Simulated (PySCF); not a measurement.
methane cation (CH4), SMILES C (connectivity only; charge and spin as stated), charge +1, multiplicity 2.

Geometry optimised at B3LYP-D3(BJ)/def2-TZVPD. The multiplicity is an assumed one; other spin states were not compared.

All values below come from TDA-CAM-B3LYP/def2-TZVPD run with PySCF.

Vertical excitations; the highest root listed may be one member of a degenerate set. Isolated molecule, no solvent.

Computed excitation energies, oscillator strengths and character:
```csv
state,energy (eV),λ (nm),f,main pairs
root 1,4.33,287,0.014,β HOMO→LUMO (degenerate set)
root 2,4.33,287,0.014,β HOMO−1→LUMO (degenerate set)
root 3,9.60,129,0.000,α HOMO→LUMO 97 %
root 4,10.95,113,0.058,"α HOMO→LUMO+1 88 %, β HOMO−2→LUMO 7 %"
root 5,11.77,105,0.001,"α HOMO−1→LUMO, β HOMO→LUMO+1 (degenerate set)"
root 6,11.77,105,0.001,"α HOMO−2→LUMO, β HOMO−1→LUMO+1 (degenerate set)"
root 7,12.10,102,0.034,"α HOMO→LUMO+1 8 %, β HOMO−2→LUMO 86 %"
root 8,13.15,94,0.007,"α HOMO→LUMO+2, α HOMO−1→LUMO (degenerate set)"
root 9,13.15,94,0.007,"α HOMO→LUMO+3, α HOMO−2→LUMO (degenerate set)"
root 10,13.63,91,0.001,"α HOMO−1→LUMO+1 14 %, β HOMO→LUMO+2 62 %"
```
Unrestricted roots are not spin-pure.
